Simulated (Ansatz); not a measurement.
Strength of the C–H bond: C3H2O2 → C3HO2 + H

Species: C3H2O2 `C#COC=O`, singlet; C3HO2 `C#CO[C]=O`, doublet; H atom, doublet. 

Shapes, held fixed at every level: PBE0-D4/def2-TZVP. Flexible molecules stand in one conformer, not always the lowest. Programs: Ansatz 0.2.0. Electronic energies: no zero-point or thermal term.

```tsv
level	kind	ΔE (kJ/mol)	less CCSD(T)/CBS estimate
PBE-D4/def2-TZVPP	GGA	+436.1	-21.0
r2SCAN0-D4/def2-TZVPP	global hybrid	+440.1	-17.0
B2PLYP/def2-TZVPP	double hybrid	+445.1	-12.0
MP2/def2-SVP	perturbation theory	+432.4	-24.7
CCSD(T)/def2-TZVPP	coupled cluster or CI	+449.1	-8.0
CCSD/def2-TZVPP	coupled cluster or CI	+449.4	-7.7
CCSD(T)/CBS estimate	coupled cluster or CI	+457.1	0.0
```

The highest level, CCSD(T)/CBS estimate, gives ΔE = +457.1 kJ/mol; the levels span +432.4 to +457.1. The column of differences is taken from that level and isn't an error. No measured value is set beside it here. Open shells run unrestricted unless RO is named. The CBS estimate extrapolates MP2 from def2-TZVPP and def2-QZVPP and adds CCSD(T) − MP2 in the triple-zeta set, cores frozen.
